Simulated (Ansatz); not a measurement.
## GeH⁻, singlet: reading a ladder of total energies

Geometry: a point of a stretch scan, not a stationary point.

```tsv
atom	x (Å)	y (Å)	z (Å)
Ge	0.0000	0.0000	0.0000
H	0.0000	0.0000	1.8120
```

Basis aug-cc-pVDZ; Ansatz 0.2.0. Correlated methods freeze the noble-gas cores and the filled d shells of p-block atoms, which leaves 6 electrons in 31 orbitals. R marks a restricted (for open shells ROHF) determinant. No spin–orbit coupling is included, and no scalar relativity.

Full CI is exact within this basis and frozen core; it isn't the basis-set limit.

The determinant fills πx and πy unequally, so it is a mixture of Σ and Δ, which weighs on every level built on one determinant.

Runs differ by some tens of microhartree through their thresholds, so steps under 0.03 kcal/mol mean nothing.

```
     level  total energy (hartree)
       RHF            -2075.837404
      RMP2            -2075.927151
     RCCSD            -2075.953654
  RCCSD(T)            -2075.958606
   RCCSDT*            -2075.963336
RCCSDT(Q)*            -2075.964707
   full CI            -2075.964447
```

What is the correlation energy at full CI, and what share of it do RMP2 and RCCSDT recover?

E(corr) = -2075.964447 − (-2075.837404) = -0.127043 hartree = -3.457 eV. RMP2: -0.089747 / -0.127043 = 70.64 %. RCCSDT: -0.125932 / -0.127043 = 99.13 %.

By how many kcal/mol does RCCSD(T) miss full CI (1 hartree = 627.509 kcal/mol), and which steps make up the rest?

-2075.958606 − (-2075.964447) = 0.005841 hartree = 3.67 kcal/mol. Steps: RCCSDT − RCCSD(T) = -2.97, RCCSDT(Q) − RCCSDT = -0.86, full CI − RCCSDT(Q) = 0.16 kcal/mol. With more than one leading determinant such errors change with state and geometry, and needn't cancel in differences.

An asterisk marks runs whose energy the program itself flagged as in doubt.
